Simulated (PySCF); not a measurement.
## Computed properties of CH₃O, SMILES C=[OH+], charge +1

CH₃O, SMILES C=[OH+], charge +1. Coordinates come from a B3LYP-D3(BJ)/def2-TZVP optimisation. The isomer is the one that the SMILES or the coordinates give; other isomers of the formula were not compared. The values are those of a single conformer. All values are computed for the isolated molecule unless a solvent is named; none is compared with measurement here.

**Structure.** The optimised structure has Cs symmetry. All 9 harmonic modes at B3LYP-D3(BJ)/def2-TZVP (PySCF) are real, so it is a minimum.

**Vibrations.** The strongest infrared lines (harmonic, unscaled, degenerate partners summed) lie at 3555 cm⁻¹ (292 km/mol, H 94 %), 1021 cm⁻¹ (118 km/mol, H 92 %), 1375 cm⁻¹ (107 km/mol, H 69 %, O 16 %, C 15 %). The softest mode is at 1021 cm⁻¹ and the zero-point energy is 25.4 kcal/mol.

**Electronic structure.** ωB97X/def2-TZVPD (PySCF) places the frontier levels at -21.08 and -7.46 eV, a gap of 13.62 eV and a mean polarisability of 13.7 bohr³.

**Excitations.** TDA-ωB97X/def2-TZVPD (PySCF) has S1 at 6.20 eV (200 nm, f = 0.000, dark); the most intense of the 10 singlets computed lies at 10.81 eV (f = 0.28). T1 (TDA) is at 5.44 eV, 0.76 eV under S1. No vertical singlet excitation falls in the visible range (under 3.1 eV).

**NMR.** GIAO shifts at KT2/pcSseg-2 (PySCF) (non-relativistic, atoms alike by connectivity averaged): ¹³C at 232.0 ppm against TMS; ¹H from 9.7 to 13.7 ppm against TMS.
